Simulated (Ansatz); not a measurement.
An input meant for the cluster MgO2⁻ (charge -1, doublet; atoms displaced at random, 0.03 Å in each coordinate).

```yaml
crystal:
  periodic: [true, true, true]
  atoms:
    - {symbol: Mg, position_ang: [-0.000063, 0.010520, 0.027657]}
    - {symbol: O, position_ang: [-1.484198, -1.056062, -0.160683]}
    - {symbol: O, position_ang: [1.487221, 1.096390, 0.137428]}
basis:
  gaussian: {orbitals: def2-SVP}
total_charge: -1
magnetization: {spin_polarized: true, initial_magnetization: 1}
hamiltonian: {xc: {name: rPW86-PBE}, dispersion: d4}
accuracy: high
output: {forces: true}
```

```sh
$ ansatz run in.yaml --threads 4 --pin off --events-out ev --progress --plain --max-ram 3916MiB
```

Output, abridged:

```
Error: YAML parse error: error: line 2 column 3: crystal: missing field `lattice` (a structure is typed as `lattice` and `atoms`, a molecule's as `atoms` in Å alone, or read from a run's directory, `checkpoint`)
 --> <input>:2:3
1 | crystal:
2 |   periodic: [true, true, true]
3 |   atoms:
4 |     - {symbol: Mg, position_ang: [-0.000063, 0.010520, 0.027657]}
```

Problem. Something in this input is off. What?

Solution. The species is marked periodic without a cell. The program refused the input.
